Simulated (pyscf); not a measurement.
This saddle point was located with ωB97X-D3(BJ)/def2-SVP in PySCF.

```xyz
11

O     -1.3754     0.0807     0.5181
B     -1.2068    -0.5302    -0.7057
O     -1.2116     0.2673    -1.8134
O     -1.0701    -1.8917    -0.6966
H     -0.6798     0.1563     1.5234
H     -1.1094    -0.1836    -2.6556
H     -0.9987    -2.3038    -1.5619
B     -0.7988     1.4771     0.9672
H     -0.2274     0.9291     2.0600
H      0.1060     1.8712     0.2680
H     -1.6497     2.2352     1.3681
```
Charge 0, spin multiplicity 1.

Surface: singlet, charge 0. Lowest wavenumbers (cm⁻¹): 1441i, 67, 149, 159, 363.

Question: Name the species on either side of this saddle.

Answer: `[OH][B]([OH])[OH]` + `[BH3]` ⇌ `[BH2][O][B]([OH])[OH]` + `[H][H]`, a four-centre exchange read from left to right: H–O, B–H broken and B–O, H–H formed. At ωB97M-D3(BJ)/def2-TZVP it lies +15.4 kcal/mol from the left side and +41.4 kcal/mol from the right (each side as separated species at their lowest minima found). On the reactant side the descent ends in an adduct with a B–O contact (not fully relaxed), 8.6 kcal/mol under the separated species and 24.5 kcal/mol under the saddle at ωB97X-D3(BJ)/def2-TZVP. What is counted as formed (B–O) is already present as a longer contact in the reactant adduct; forming that adduct is a step of its own. One saddle was located; it need not be the lowest between these sides.
